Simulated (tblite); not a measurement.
BH6P.
InChI=1S/BH6P/c1-2/h1-2H3

Level: GFN2-xTB in tblite, geometry and Hessian alike; calculated harmonic values, unscaled, isolated species. This tight-binding method is rough: wavenumbers can miss measured ones by several per cent, in bad cases by 10 to 20. Modes of hydrogen on boron and phosphorus can be 10 to 20 % off.

Harmonic wavenumbers (cm⁻¹): 261.3, 324.3, 324.7, 558.0, 788.0, 788.2, 1034.5, 1104.5, 1117.2, 1117.4, 1191.8, 1192.1, 2330.0, 2363.1, 2363.7, 2439.7, 2440.7, 2442.7.

A = 60795, B = 10786, C = 10786 MHz; mass 48.030 u (most abundant isotopes); point group C3v, symmetry number 3.

What is the zero-point energy?

Half the sum of the wavenumbers: 12091 cm⁻¹ = 144.64 kJ/mol.

What is S at 400 K and 1 bar for an ideal gas of classical rigid rotors and harmonic oscillators?

Translation 163.25, rotation 83.84, vibration 36.44: S = 283.5 J/(mol K).

And Cp and H(400 K) − H(0)?

Cp = 86.20 J/(mol K), of which vibrations give 52.95 (their classical limit is 18 R = 149.7); H(400 K) − H(0) = 22.51 kJ/mol without the zero-point energy, 9.20 from vibrations.

Which modes carry the vibrational entropy at 400 K?

261.3 cm⁻¹: 9.13; 324.3 cm⁻¹: 7.49; 324.7 cm⁻¹: 7.48; 558.0 cm⁻¹: 3.79; 788.0 cm⁻¹: 1.97; 788.2 cm⁻¹: 1.97 J/(mol K); the other 12 give 4.60 together.

What must be added to the electronic energy to get the Gibbs energy at 400 K and 1 bar?

ZPE + [H(400 K) − H(0)] − T·S = 144.64 + 22.51 − 113.41 = 53.74 kJ/mol.

Hindered rotation and anharmonicity are outside this model.
